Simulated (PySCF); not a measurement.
Compound: i-BuOMe, C5H12O.
Numbering: `[CH3:1][O:2][CH2:3][CH:4]([CH3:5])[CH3:6]` (hydrogens: H7, H8, H9 on C1; H10, H11 on C3; H12 on C4; H13, H14, H15 on C5; H16, H17, H18 on C6)

Computed geometry: GFN2-xTB, gas phase.

(1) What internal coordinates does the optimisation give?

Results:

(1) 
| bond | length (Å) | order |
| --- | --- | --- |
| C1–O2 | 1.401 | single |
| O2–C3 | 1.410 | single |
| C3–C4 | 1.529 | single |
| C4–C5, C4–C6 | 1.526 | single |
| C1–H7, C1–H8 | 1.098 | single |
| C1–H9 | 1.088 | single |
| C3–H10, C3–H11 | 1.102 | single |
| C4–H12 | 1.094 | single |
| C5–H13 and 5 like bonds | 1.087 | single |

Bonds in one row agree within 0.01 Å and their mean is given. Orders are formal, as drawn. A selection of angles:
| angle | degrees |
| --- | --- |
| O2–C1–H7 | 111.3 |
| O2–C1–H9 | 106.8 |
| H7–C1–H8 | 108.5 |
| H7–C1–H9 | 109.4 |
| C1–O2–C3 | 113.0 |
| O2–C3–C4 | 109.2 |
| O2–C3–H10 | 110.0 |
| C4–C3–H10 | 110.1 |
| H10–C3–H11 | 107.8 |
| C3–C4–C5 | 110.2 |
| C3–C4–H12 | 107.2 |
| C5–C4–C6 | 111.2 |
| C5–C4–H12 | 108.6 |
| C4–C5–H13 | 110.5 |
| H13–C5–H14 | 108.7 |
| C4–C6–H16 | 110.9 |
| H16–C6–H17 | 108.4 |

Torsions: C1–O2–C3–C4 -179° (antiperiplanar); O2–C3–C4–C5 64° (synclinal). The mirror-image conformer, all signs reversed, is as good.

All 3 C–C bonds measure 1.526 to 1.529 Å. Of the pairs four or more bonds apart, O2···H14 is among the closest relative to their van der Waals radii: 2.54 Å, 94 % of the sum of Bondi's values. O2 (ether oxygen) is bent (angle 113.0°).

Point group: C1 (no symmetry element, even within 0.4 Å). GFN2-xTB frequencies: not computed here. The numbers are those of one conformer.
